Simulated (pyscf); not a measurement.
Structures and frequencies: ωB97X-D3(BJ)/def2-SVP in PySCF.

Problem. How much does it cost (ΔH, 298 K, ωB97M-D3(BJ)/def2-TZVP) to split HO–SiH(SiH₃)–SiH₂–SiH₃ at its O–Si bond into OH• + H₃Si–SiH•–SiH₂–SiH₃?

Solution. O–Si to OH• + H₃Si–SiH•–SiH₂–SiH₃: 113.4 kcal/mol. The 7 functionals that were run give +107.8 (r²SCAN) to +114.0 kcal/mol (M06-2X). HO–SiH(SiH₃)–SiH₂–SiH₃ lies 23.0 kcal/mol over its isomer H₃Si–SiH₂–O–SiH₂–SiH₃ (electronic energy, ωB97M-D3(BJ)/def2-TZVP). Other isomers of H₃Si–SiH•–SiH₂–SiH₃ were not searched in full and may lie lower. Left out: the spin-orbit lowering of OH.
